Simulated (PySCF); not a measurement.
An unknown gives this computed stick spectrum. Theory: PySCF, TDDFT CAM-B3LYP/def2-SVPD, vertical, gas phase, core orbitals frozen in the response. Geometries: PBE0-D3(BJ)/def2-SVP, one conformer each.

```json
{"state": "S1", "E (eV)": "5.63", "λ (nm)": "220.2", "f": "0.860"}
{"state": "S2", "E (eV)": "6.20", "λ (nm)": "200.0", "f": "0.0004"}
{"state": "S3", "E (eV)": "6.40", "λ (nm)": "193.8", "f": "0.0037"}
{"state": "S4", "E (eV)": "6.71", "λ (nm)": "184.7", "f": "0.0011"}
{"state": "S5", "E (eV)": "7.19", "λ (nm)": "172.4", "f": "0.029"}
{"state": "S6", "E (eV)": "7.41", "λ (nm)": "167.2", "f": "0.0013"}
{"state": "S7", "E (eV)": "7.47", "λ (nm)": "166.0", "f": "0.019"}
{"state": "S8", "E (eV)": "7.74", "λ (nm)": "160.2", "f": "0.0006"}
{"state": "S9", "E (eV)": "7.85", "λ (nm)": "157.8", "f": "0.0062"}
{"state": "S10", "E (eV)": "8.25", "λ (nm)": "150.3", "f": "0.0004"}
```

Triplets computed (Tamm–Dancoff): 3.09, 5.01, 6.11, 6.34 eV.

Orbital energies (eV): HOMO-3 -11.54, HOMO-2 -10.73, HOMO-1 -10.16, HOMO -7.38, LUMO 0.59, LUMO+1 1.55, LUMO+2 1.85.

Question: Which structure fits? All have the formula C6H10.
A. `C/C=C\C=C\C`
B. `C=C(C)C1CC1`
C. `C1C[C@H]2C[C@@H]1C2`
D. `C1C[C@@H]2C[C@@H]2C1`

Answer: A. Its S1, at 5.63 eV, is the lowest among the candidates; the nearest of the others has S1 at 6.86 eV. S1 is HOMO→LUMO (98%). Löwdin shares by element: HOMO carbon 79% or more (atoms not listed hold the other 21%); LUMO carbon 76% or more (atoms not listed hold the other 24%). At the same level the other candidates give, for their lowest levels:
- `C=C(C)C1CC1`: 6.86 eV (f 0.252); 6.89 eV (f 0.063); 7.52 eV (f 0.035); 7.71 eV (f 0.007); 7.78 eV (f 0.030); T1 4.26 eV; HOMO -8.26, LUMO 1.38 eV
- `C1C[C@H]2C[C@@H]1C2`: 8.40 eV (f 0.000); 8.53 eV (f 0.005); 8.62 eV (f 0.074); 8.96 eV (f 0.012); 9.05 eV (f 0.013); T1 8.21 eV; HOMO -9.89, LUMO 1.44 eV
- `C1C[C@@H]2C[C@@H]2C1`: 7.48 eV (f 0.008); 7.83 eV (f 0.000); 8.01 eV (f 0.019); 8.30 eV (f 0.005); 8.31 eV (f 0.000); T1 7.34 eV; HOMO -8.96, LUMO 1.48 eV

Shape of the structure used: `[CH3:1]/[CH:2]=[CH:3]\[CH:4]=[CH:5]\[CH3:6]`: C2–C3–C4–C5 180°.
